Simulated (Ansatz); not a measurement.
A made-up structure of SiH$_{3}$SO (charge -1), singlet:

```xyz
6
angstrom
O -0.7989 1.6408 -0.9287
Si 0.2548 0.2699 0.1470
S -0.3506 -1.2997 -0.0289
H -1.4148 -1.2050 -0.8704
H 1.7167 0.1375 -0.2066
H 0.2812 0.4841 1.6414
```

It is relaxed with PBE-D4/def2-SVPD and then PBE0-D4/def2-TZVPD (Ansatz 0.2.0). Atoms count as bonded within 1.22 times the sum of their covalent radii (H–H: 0.88 Å). The end point is not checked to be a true minimum.

(1) Does its bonding change? (A judgement: the text doesn't fix the answer.)

## Answers

(1) Computed: No: no bond forms or breaks.

Where it ends: The first stage lowers the energy by 5.66 eV in 16 steps. It ends as SiH₃SO ([O][SiH2][SH]), total charge -1:
```csv
atom,x (Å),y (Å),z (Å)
O1,-0.3929,1.6390,-0.8098
Si2,0.2701,0.5060,0.0192
S3,-0.3329,-1.5869,-0.4886
H4,-1.6492,-1.3443,-0.3776
H5,1.7646,0.2755,-0.1037
H6,0.0287,0.5384,1.5141
```

Labels in which every atom is bracketed show which atoms are joined, not bond orders.

For scale, one of the runs: PBE0-D4/def2-TZVPD relaxation, 156 basis functions, launched by `ansatz run in.yaml --threads 2 --pin off --events-out ev --progress --plain --max-ram 4352MiB`. The run took about 16 s on 2 CPU threads of an Arm Neoverse V2 (shared host).
